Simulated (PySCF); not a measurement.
Gas-phase reaction: 2 BCl3.NH3 + BH3 → 3 BH + 2 N + 6 HCl

Computed with PySCF and rigid-rotor harmonic-oscillator thermochemistry at 1 bar. † marks an energy on the PBE0/def2-TZVP geometry and frequencies; other levels use their own. CCSD(T) freezes the core. 6-31G* has spherical d functions here. Open shells (unrestricted): N (multiplicity 4); the rest are closed-shell singlets. B3LYP is the form with VWN-RPA correlation. Adducts (BCl3.NH3) have no counterpoise correction, and HF, PBE, BLYP, B3LYP and PBE0 lack dispersion. BCl3.NH3: computed as isolated molecules; such fragments, hydroxides, amides, oligomers or adducts are transient or little studied in the gas. CCSD(T) isn't extrapolated to the basis-set limit; its ΔH°(298 K) is 2612.2 kJ in def2-SVP and 2606.8 kJ in def2-TZVPP. The harmonic model lacks anharmonicity and excited electronic states, which grow with temperature; levels with a mode under 35 cm⁻¹ are left out. Internal rotation in BCl3.NH3 is treated as a harmonic vibration of one conformer, which makes the entropy rough.

```
level                ΔE electronic, kJ  ΔH°(298 K), kJ  ΔS°(298 K), J/K  ΔG°(2500 K), kJ
-------------------  -----------------  --------------  ---------------  ---------------
B3LYP/6-31G*                      2927            2791             1094               46
B3LYP/def2-TZVP†                  2827            2693             1093              -46
CCSD(T)/def2-TZVPP†               2740            2607             1093             -133
HF/6-31G*                         2259            2114             1102             -668
M06-2X/def2-TZVP†                 2931            2798             1093               58
PBE0/def2-QZVP†                   2960            2827             1093               87
r2SCAN/def2-TZVP†                 2982            2849             1093              110
ωB97M-V/def2-TZVP†                2915            2782             1093               42
```
ΔH° is lowest at HF/6-31G* and highest at r2SCAN/def2-TZVP†. No reference value is set beside these.
